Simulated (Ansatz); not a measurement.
AsH2⁺, triplet: the ladder up to full CI

Geometry: displaced at random from a stationary point.

| atom | x (Å) | y (Å) | z (Å) |
| --- | --- | --- | --- |
| As | -0.0006 | -0.0195 | 0.0008 |
| H | -0.0014 | 0.6933 | -1.3343 |
| H | 0.0465 | 0.7526 | 1.2711 |

Basis cc-pVDZ; Ansatz 0.2.0. Correlated methods freeze the noble-gas cores and the filled d shells of p-block atoms, which leaves 6 electrons in 23 orbitals. R marks a restricted (for open shells ROHF) determinant, U an unrestricted one. Active spaces: valence = (6e, 6o) chosen from the atoms' valence shells. No spin–orbit coupling is included, and no scalar relativity.

Full CI is exact within this basis and frozen core; it isn't the basis-set limit. The frozen core follows each run's orbitals, which can shift R against U totals by a few meV for light atoms and by up to 0.1 eV past Ca.

For open shells CISD is restricted-active-space CI with the open shells as a complete middle space.

```
UHF ⟨S²⟩                          : 2.006
T1 diagnostic (RCCSD)             : 0.0177
largest doubles amplitude (RCCSD) : 0.051
```

```
   level  E − E(RHF) (eV)
    RMP2          -2.0751
   RCCSD          -2.6511
RCCSD(T)          -2.7041
```

Q: Estimate how far full CI in cc-pVDZ lies from RCCSD(T). The table doesn't fix it; the size of (T) and the diagnostics are the guide.

A: Full CI in cc-pVDZ lies 0.37 kcal/mol below RCCSD(T), which is 30 % of the (T) step (-1.22 kcal/mol). The diagnostics give no warning, yet the rest is a sizeable part of (T).

The other levels:

```csv
level,E − E(full CI) (kcal/mol),share of correlation (%),wall time
CISD,2.79,95.55,1.1 s
BCCD(T),0.37,99.41,1.4 s
RCCSDT,0.02,99.97,–
RCCSDT(Q),-0.01,100.01,4.5 s
RCCSDTQ,-0.01,100.02,24 s
CASSCF (valence space),40.43,35.54,–
NEVPT2 (valence space),10.63,83.06,1.6 s
MRCISD (valence space),1.43,97.73,–
MRCISD+Q (valence space),0.07,99.88,2 s
```

The correlation energy at full CI, counted from RHF, is -2.720 eV. That run took 7.5 s on 1 thread of Arm Neoverse N1, shared host over 1,563,320 determinants.

Run but not shown, since their state or frozen core can't be matched to the reference's or they repeat it: UHF, UMP2, UCCSD, UCCSD(T), UCCSDT, UCCSDT(Q).

Times hold each run's SCF and search for its determinant on a shared host, so for small cases they say little of a method's own cost; they ran on 1 thread of Arm Neoverse N1.

The full-CI state has the irrep A'' of Cs, in the program's axes.

Natural occupations of full CI about the gap: 1.961 1.943 0.995 0.991 0.035 0.024 0.009 0.008 0.008 0.006; effectively unpaired electrons, Σ n²(2−n)², 2.03.
